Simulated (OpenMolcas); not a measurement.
A ladder of methods for BF (SMILES [B]F)

The species is BF (2 atoms), meant as a singlet with charge 0. SMILES: `[B]F`. Geometry: relaxed at GFN2-xTB.

```xyz
2

B     0.0000    0.0000    0.0000
F     0.0000    0.0000    1.2444
```

Quantity: the energy change with the B1–F2 bond stretched from 1.244 to 2.210 Å, in eV. The values are calculated.

```csv
level,kind,program,value (eV),less FCI/STO-3G
HF/STO-3G (restricted),Hartree–Fock,OpenMolcas,7.98,+2.10
PBE/STO-3G (restricted),GGA,OpenMolcas,5.95,+0.07
r2SCAN/STO-3G (restricted),meta-GGA,OpenMolcas,6.39,+0.51
B3LYP/STO-3G (restricted),global hybrid,OpenMolcas,6.57,+0.69
B2PLYP/STO-3G (restricted),double hybrid,OpenMolcas,6.79,+0.91
MP2/STO-3G (restricted),perturbation theory,OpenMolcas,7.23,+1.35
"CASPT2(2,2)/STO-3G",multireference,OpenMolcas,7.12,+1.24
"CASSCF(2,2)/STO-3G",multireference,OpenMolcas,7.79,+1.91
FCI/STO-3G,exact in the basis,OpenMolcas,5.88,0.00
```

FCI/STO-3G is exact within its basis and frozen core, so for wave-function methods in that basis the difference is their error; functionals converge differently with the basis, so for them it is only a difference. Spin-restricted single references rise too steeply as a bond breaks, Hartree–Fock most of all. The first shape isn't each level's own minimum. The values span 5.88 to 7.98 eV. All rows use very small basis sets, so even the best lies far from the true value.
